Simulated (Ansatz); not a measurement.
System: OCl, net charge 0, doublet state. 
Structure (B3LYP-D3(BJ)/def2-TZVP (Ansatz, a program for electronic structure) minimum search):
```
Cl
O 1 1.5797
```
Charge 0, spin multiplicity 2.

Basis-set convergence of Hartree-Fock and MP2 correlation energies (hartree) with Ansatz. Correlated levels leave the core frozen unless marked. UHF or UKS for open shells. No spin-orbit coupling. No relativistic terms.

```
basis        functions       E(HF)  E(corr, MP2)
-----------  ---------  ----------  ------------
cc-pV(D+d)Z         37  -534.26039      -0.28583
cc-pV(T+d)Z         69  -534.30577      -0.38451
cc-pV(Q+d)Z        119  -534.31608      -0.42111
cc-pV(5+d)Z        191  -534.31853      -0.43664
```

Extrapolating the two largest sets (X = 4 and 5) as X^-3: E(corr) = (125·(-0.43664) - 64·(-0.42111))/61 = -0.4529 Eh, an estimate of the basis-set limit. The largest set recovers 96.4 % of it, the smallest 63.1 %.
